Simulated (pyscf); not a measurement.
Optimised with ωB97X-D3(BJ)/def2-SVP in PySCF.

Q: `[CH3][SnH2][F]` + `[H][H]` → `[CH3][SnH3]` + `[FH]`
Surface: singlet. Broken: F–Sn, H–H. Formed: H–Sn, F–H. Give ΔE‡ and ΔE from ωB97M-D3(BJ)/def2-TZVP, relative to the separated reactants.

A: ΔE‡ = 35.8 kcal/mol, ΔE = +10.9 kcal/mol. Zero-point energy shifts the barrier by +2.2 kcal/mol. It is a four-centre exchange, with an imaginary mode of 1124i cm⁻¹. At the saddle there is also a short H–Sn contact that neither side keeps. One saddle was located; it need not be the lowest between these sides. Elements past Kr carry the def2 core potentials, without spin-orbit coupling.
